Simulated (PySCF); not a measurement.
Molfile (atoms numbered from 1):
```
C2N2
     RDKit          3D

  4  3  0  0  0  0  0  0  0  0999 V2000
   -1.7874    0.0203   -0.5156 C   0  0  0  0  0  0  0  0  0  0  0  0
   -0.6176   -0.0081   -0.3278 N   0  0  0  0  0  0  0  0  0  0  0  0
    0.6715   -0.0379   -0.1211 C   0  0  0  0  0  0  0  0  0  0  0  0
    1.8167   -0.0647    0.0624 N   0  0  0  0  0  0  0  0  0  0  0  0
  1  2  3  0
  2  3  1  0
  3  4  3  0
M  CHG  2   1  -1   2   1
M  END
```

Geometry: PBE0-D3(BJ)/def2-SVP; GIAO shifts from PySCF 2.14.0 with density-fitted response routines, gas phase, non-relativistic, averaged over equivalent atoms.

At PBE0/pcSseg-1 (68 basis functions, 7 s wall time on 1 thread of an Intel Xeon Platinum 8259CL, shared host):
| atoms | δ (ppm) |
| --- | --- |
| C1 | 195.7 |
| C3 | 100.5 |
| N4 | 250.9 |
| N2 | 170.1 |

δ = σ(ref) − σ, references computed at the same level: 13C (σ = 184.41 ppm) against TMS; 15N (σ = 265.67 ppm) against NH3.

Estimate the result of repeating the calculation with mPW1PW91/pcSseg-2.

Answers


| atoms | δ at mPW1PW91/pcSseg-2 | change |
| --- | --- | --- |
| C1 | 197.7 | +2.0 |
| C3 | 101.1 | +0.6 |
| N4 | 249.5 | -1.4 |
| N2 | 167.8 | -2.3 |

δ = σ(ref) − σ, references computed at the same level: TMS for 13C (σref 183.53); 15N (σref 260.49) vs NH3.

The largest change is at N2 (isocyanide nitrogen). Cost: 144 basis functions, 6.3 s wall time on 1 thread of an Intel Xeon Platinum 8259CL, shared host.

Experimental scales use liquid or dissolved standards, which lie at an offset from isolated NH3 (liquid NH3: subtract about 20 ppm). Unscaled 15N shifts of sp2 nitrogen come out 20 to 40 ppm too high even then.
